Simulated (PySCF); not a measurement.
Working out the ionisation energy of Si

Si [Ne] 3s2 3p2 (3P) → Si+ [Ne] 3s2 3p1 (2P). Calculation: PySCF 2.14, in def2-QZVPPD (10s6p5d2f1g, 76 functions); the non-relativistic Hamiltonian (point nucleus). Frozen: 1s2. Energies in hartree (1 hartree = 27.21139 eV):

```tsv
part	Si (lower)	Si+ (upper)
UHF	-288.858733	-288.578085
MP2 opposite-spin	-0.175365	-0.166910
MP2 same-spin	-0.064089	-0.056801
```

Problem. What does Hartree-Fock give?

Solution. (-288.578085) − (-288.858733) = 0.280648 hartree = 7.637 eV.

Problem. What do MP2 and SCS-MP2 (6/5 opposite-spin, 1/3 same-spin) give?

Solution. The opposite-spin parts differ by 0.230 eV and the same-spin parts by 0.198 eV. MP2: 7.637 + (0.230) + (0.198) = 8.065 eV. SCS-MP2: 7.637 + 1.2 × (0.230) + (0.198)/3 = 7.979 eV.

Measured between the centres of the two terms (NIST): 8.157 eV, so MP2 (valence and next inner shell) is off by -0.092 eV.

What remains against the reference includes basis incompleteness, the frozen core and correlation beyond second order.
